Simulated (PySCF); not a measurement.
## [LiCl2]-: breathing scan

Computed with PBE0/[Li def2-TZVPD, Cl def2-TZVPD], no relativity, density fitting, PySCF.

Rigid scan from the singlet minimum (Li–Cl 2.155 Å (×2); Cl–Li–Cl 180.0°). Coordinate: all bonds to the central atom scaled together. Energies in kJ/mol from the minimum.

| scale of all bonds to the centre | E (kJ/mol) |
| --- | --- |
| 0.88 | 50.9 |
| 0.92 | 19.9 |
| 0.96 | 4.4 |
| 1.00 | 0.0 |
| 1.04 | 3.6 |
| 1.08 | 12.7 |
| 1.14 | 33.5 |
| 1.22 | 68.3 |
| 1.35 | 130.4 |

Other isomers or separated fragments may lie lower.

The scan took 8.7 s on 2 threads of a shared Arm Neoverse V1 host; the process peaked at 0.88 GiB.
